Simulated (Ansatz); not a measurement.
in.yaml

```yaml
crystal:
  periodic: [false, false, false]
  atoms:
    - {symbol: Si, position_ang: [0.000000, 0.032951, 0.605869]}
    - {symbol: N, position_ang: [0.000000, -0.113788, -1.088955]}
    - {symbol: H, position_ang: [0.000000, 0.663088, -1.749585]}
basis:
  gaussian: {orbitals: cc-pVDZ}
magnetization: {spin_polarized: true, initial_magnetization: 2}
correlation: {method: ccsdtq, electrons: outside_noble_gas}
```

```sh
$ ansatz run in.yaml --threads 2 --pin off --events-out ev --progress --plain --max-ram 23808MiB --backend cuda --devices 0, --max-vram 18GiB
```

Output:

```
687 factors; integrals over basis functions are off by at most 1.8e-7 eV
mean field evaluation 1: about -9353.5570 eV, gradient 2.0e1 eV
mean field evaluation 2: about -9353.5600 eV, gradient 2.0e1 eV
mean field evaluation 4: about -9356.1893 eV, gradient 2.8e0 eV
mean field evaluation 8: about -9356.6795 eV, gradient 4.2e-1 eV
mean field evaluation 16: about -9356.7088 eV, gradient 6.1e-1 eV
mean field evaluation 32: about -9356.6757 eV, gradient 4.2e-1 eV
mean field evaluation 64: about -9356.7082 eV, gradient 3.0e-5 eV
mean field evaluation 96: about -9355.6930 eV, gradient 1.3e0 eV
mean field evaluation 128: about -9356.1522 eV, gradient 5.2e-1 eV
mean field evaluation 160: about -9356.6986 eV, gradient 1.3e0 eV
...
cycle  38  -6.66788969 eV  change   -1.3e-6 eV  update   1.9e-6
cycle  39  -6.66789029 eV  change   -6.0e-7 eV  update   1.4e-6
cycle  40  -6.66789175 eV  change   -1.5e-6 eV  update   1.0e-6
cycle  41  -6.66789199 eV  change   -2.4e-7 eV  update   7.1e-7
cycle  42  -6.66789176 eV  change    2.4e-7 eV  update   5.7e-7
cycle  43  -6.66789184 eV  change   -8.0e-8 eV  update   3.7e-7
cycle  44  -6.66789211 eV  change   -2.8e-7 eV  update   2.8e-7
cycle  45  -6.66789229 eV  change   -1.8e-7 eV  update   2.5e-7
cycle  46  -6.66789272 eV  change   -4.3e-7 eV  update   2.0e-7
cycle  47  -6.66789295 eV  change   -2.3e-7 eV  update   1.2e-7
Total energy: -9363.36080492 eV, -344.0971628668 hartree
```

Ran on 2 threads of AMD EPYC 7R13 with a shared H100 80 GB, shared host: 2.7 min wall, 0.9 GiB peak host memory.
